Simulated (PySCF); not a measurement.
# Vertical excitation energies

Compound: C₂H₄O₃S.
Atom-mapped SMILES: `[CH2:1]=[CH:2][S:3](=[O:4])(=[O:5])[OH:6]` (hydrogens: H7, H8 on C1; H9 on C2; H10 on O6)

Computed, not measured: TDDFT PBE0/def2-SVPD, vertical, gas phase, core orbitals frozen in the response in PySCF. One conformer (not necessarily the lowest) at the PBE0-D3(BJ)/def2-SVP geometry, without solvent, vibrations or thermal averaging. Torsions of this conformer, `[CH2:1]=[CH:2][S:3](=[O:4])(=[O:5])[OH:6]`: C1–C2–S3–O4 -3°, H–O6–S3–C2 94°.

Task: Predict the UV-vis stick spectrum at this level.

Result: 

```json
{"state": "S1", "E (eV)": "6.44", "λ (nm)": "192.5", "ν̃ (cm⁻¹)": "51960", "f": "0.031", "main configurations (H = HOMO, L = LUMO)": "H→L (49%), H-1→L (32%), H-2→L (14%)"}
{"state": "S2", "E (eV)": "6.65", "λ (nm)": "186.5", "ν̃ (cm⁻¹)": "53610", "f": "0.0053", "main configurations (H = HOMO, L = LUMO)": "H-2→L (66%), H-1→L (31%)"}
{"state": "S3", "E (eV)": "6.99", "λ (nm)": "177.4", "ν̃ (cm⁻¹)": "56370", "f": "0.053", "main configurations (H = HOMO, L = LUMO)": "H-3→L (65%), H-1→L (21%)"}
{"state": "S4", "E (eV)": "7.17", "λ (nm)": "173.0", "ν̃ (cm⁻¹)": "57820", "f": "0.172", "main configurations (H = HOMO, L = LUMO)": "H→L (32%), H-3→L (27%), H-4→L (13%)"}
{"state": "S5", "E (eV)": "7.79", "λ (nm)": "159.1", "ν̃ (cm⁻¹)": "62860", "f": "0.0022", "main configurations (H = HOMO, L = LUMO)": "H→L+1 (95%)"}
{"state": "S6", "E (eV)": "7.90", "λ (nm)": "157.0", "ν̃ (cm⁻¹)": "63680", "f": "0.092", "main configurations (H = HOMO, L = LUMO)": "H-4→L (80%)"}
{"state": "S7", "E (eV)": "8.16", "λ (nm)": "151.9", "ν̃ (cm⁻¹)": "65820", "f": "0.0088", "main configurations (H = HOMO, L = LUMO)": "H-1→L+1 (91%)"}
{"state": "S8", "E (eV)": "8.32", "λ (nm)": "148.9", "ν̃ (cm⁻¹)": "67140", "f": "0.059", "main configurations (H = HOMO, L = LUMO)": "H-5→L (65%), H-6→L (12%), H-2→L+1 (10%)"}
{"state": "S9", "E (eV)": "8.39", "λ (nm)": "147.7", "ν̃ (cm⁻¹)": "67690", "f": "0.032", "main configurations (H = HOMO, L = LUMO)": "H→L+2 (85%)"}
{"state": "S10", "E (eV)": "8.48", "λ (nm)": "146.2", "ν̃ (cm⁻¹)": "68400", "f": "0.035", "main configurations (H = HOMO, L = LUMO)": "H-2→L+1 (79%)"}
```

Triplets, Tamm–Dancoff:

```csv
state,E (eV),λ (nm),"main configurations (H = HOMO, L = LUMO)"
T1,4.23,293.0,H→L (79%)
T2,6.16,201.2,"H-2→L (79%), H→L (9%)"
T3,6.37,194.6,H-1→L (86%)
T4,6.78,182.8,"H-3→L (86%), H-2→L (9%)"
```

The lowest singlet lies at 6.44 eV (192 nm, vacuum ultraviolet) and is of moderate strength; its leading configuration is HOMO→LUMO (49%). The most intense listed level is S4 at 7.17 eV (173 nm, f = 0.172), 0.73 eV above S1. Löwdin shares by element: HOMO carbon 54%, oxygen 31% or more; LUMO carbon 69%, sulfur 6%, hydrogen 5% or more (atoms not listed hold the other 19%). The oscillator strengths of these states sum to 0.491; summed over the whole spectrum of an exact calculation they would give the number of electrons, 56 (Thomas–Reiche–Kuhn). Weighted by f, the mean energy of these states is 7.57 eV. Of the 10 states listed, 7 reach f = 0.01 and none stays under 0.0005. All these states lie below the vertical ionisation energy of 11.07 eV (ΔSCF). Only the lowest 10 singlets were computed, as vertical energies without vibronic structure.

The run took 2.4 min on one thread, AMD EPYC 7R43 (x86_64), shared host with 256 logical CPUs at a one-minute load of 101, and the process peaked at 0.71 GiB of memory.
